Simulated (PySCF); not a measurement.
# Broadened absorption spectrum of lithium diatomic

Lithium diatomic, Li2.
Numbering: `[Li:1][Li:2]`

Structure used (PBE0-D3(BJ)/def2-TZVP), in Å, numbered top down from 1:
```
atom  x, y, z in Å
Li1    1.3810   -0.0326    0.0028
Li2   -1.3635    0.0038   -0.0149
```

Level of theory: TDDFT CAM-B3LYP/aug-cc-pVTZ, vertical, gas phase, core orbitals frozen in the response (PySCF). Geometry: PBE0-D3(BJ)/def2-TZVP; no solvent, vibrations or thermal averaging.

Computed states:

```csv
state,E (eV),f
S1,2.04,0.458
S2,2.57,0.477
S3,2.57,0.477
S4,2.85,0.0000
S5,3.31,0.0000
S6,3.31,0.0000
S7,3.46,0.0000
S8,3.70,0.0047
S9,3.81,0.016
S10,3.81,0.016
```

Each state is given a Gaussian of 0.4 eV full width at half maximum, with ε(max) = 2.175×10⁸ f / Δν̃ (Δν̃ the width in cm⁻¹). The width is an assumption, not a result. The curve ends short of the highest state used, and states not computed would add to its high-energy end.

Question: What does the envelope look like, and where are its maxima?

Answer: 
(λ (nm), ε (L mol⁻¹ cm⁻¹)): (386.5, 65), (407.2, 1299), (428.0, 10136), (448.7, 33768), (469.5, 59111), (490.2, 62990), (511.0, 47165), (531.7, 30809), (552.4, 24747), (573.2, 26954), (593.9, 30605), (614.7, 31010), (635.4, 27373), (656.2, 21332), (676.9, 15011), (697.6, 9709), (718.4, 5849), (739.1, 3342), (759.9, 1822), (780.6, 962), (801.4, 493), (822.1, 248), (842.8, 123), (863.6, 60)

Maxima: 606 nm (2.04 eV), ε about 31000, made up of S1 (98%); 483 nm (2.57 eV), ε about 65000, made up of S2 (50%) and S3 (50%) (ε in L mol⁻¹ cm⁻¹; maxima over ε = 5, shares over 10%).

Question: Does any computed singlet lie in the visible range?

Answer: 4 computed singlets (S1 to S4) lie in the visible range (380 to 750 nm), the largest f among them at 482 nm, f = 0.477; light of that wavelength is blue to green-blue, and its complementary colour is yellow to orange; a Tamm–Dancoff triplet lies at 640 nm, without intensity as long as spin–orbit coupling is left out.

Question: On this curve, what absorbance would a 10⁻⁴ mol/L sample give at 450 nm over a 1 cm path?

Answer: 450 nm is 2.755 eV, where ε is about 36000 L mol⁻¹ cm⁻¹, so A = ε c l ≈ 3.6 (Beer–Lambert, with the gas-phase spectrum and the assumed width).

Question: What would ε be at 2.57 eV, the highest of these maxima, with half the width (0.2 eV)?

Answer: About 129000 L mol⁻¹ cm⁻¹ against 64600, a factor of about 1.99; a lone state at its own centre would give exactly 2.
